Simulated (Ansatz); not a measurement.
Molecule: allene, C3H4, charge 0, multiplicity 1. SMILES: C=C=C
Geometry: optimised at B3LYP-D3(BJ)/def2-TZVP (Ansatz, a first-principles code).

Computed values are from Ansatz. Valence correlation only, unless marked. Open shells are spin-unrestricted. Spin-orbit coupling is left out. No relativistic terms. Basis-set limits of correlation are two-point, X^-3; Hartree-Fock from the larger set. The bracket is a focal-point correction in the basis named.

| Item | Result |
|---|---|
| atomisation energy De | 701.6 kcal/mol at RI-MP2/CBS(aug-cc-pVTZ,aug-cc-pVQZ)+[CCSD(T)-MP2]/aug-cc-pVTZ |
| total energy | -116.4927 Eh at RI-MP2/CBS(aug-cc-pVTZ,aug-cc-pVQZ)+[CCSD(T)-MP2]/aug-cc-pVTZ |
| dipole moment | 0.00 D at CCSD(T)/aug-cc-pVDZ |
| T1 diagnostic | 0.012 at CCSD/aug-cc-pVTZ |
| measured enthalpy of formation, 298 K | 45.4 kcal/mol (Active Thermochemical Tables 1.112 (ions: stationary electron), as tabulated in the package chemicals) |
| measured dipole moment | 0.00 D (NIST CCCBDB, as tabulated in the package chemicals; older table, unchecked) |
